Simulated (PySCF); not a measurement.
**Mass spectrum arithmetic for `CCO[CH]C=S`**

Species: `O([CH]C=S)CC` [radical].

Calculated from tabulated atomic weights, isotope masses and abundances; no fragmentation.

Q: Molar mass and exact mass?

A: For C4H7OS, with standard atomic weights, 4 × 12.011 + 1 × 15.999 + 1 × 32.060 + 7 × 1.008 = 103.159 g/mol. From the most abundant isotopes (12C, 16O, 32S, 1H), 4 × 12.000000 + 1 × 15.994915 + 1 × 31.972071 + 7 × 1.007825 = 103.0218 u.

Q: Work out the cluster of the singly charged cation M+, one line a nominal mass.

A: 
```json
{"nominal mass": "103", "m/z (centroid)": "103.0212", "relative intensity": "100.0"}
{"nominal mass": "104", "m/z (centroid)": "104.0240", "relative intensity": "5.2"}
{"nominal mass": "105", "m/z (centroid)": "105.0176", "relative intensity": "4.8"}
{"nominal mass": "106", "m/z (centroid)": "106.0209", "relative intensity": "0.2"}
```

Lines under 0.1 % of the tallest are left out. One electron mass, 0.00055 u, is taken off.

Q: What resolving power m/Δm just matches the spacing of the species with one 33S and with one 13C?

A: They lie 0.00397 u apart at mass 104.02, so m/Δm is about 26000.

Q: Which singly substituted isotopologues are there?

A: Intensity in % of the monoisotopic species:

```csv
isotope,mass shift (u),m/z,intensity (%)
33S,+0.99939,104.0206,0.80
13C,+1.00335,104.0246,4.33
17O,+1.00422,104.0254,0.04
2H,+1.00628,104.0275,0.08
34S,+1.99580,105.0170,4.52
18O,+2.00425,105.0255,0.21
36S,+3.99501,107.0162,0.02
```

Species under 0.02 % are left out.

Q: What share of all molecules is the monoisotopic species?

A: 0.9893^4 × 0.99757 × 0.9493 × 0.999885^7 = 90.64 %.
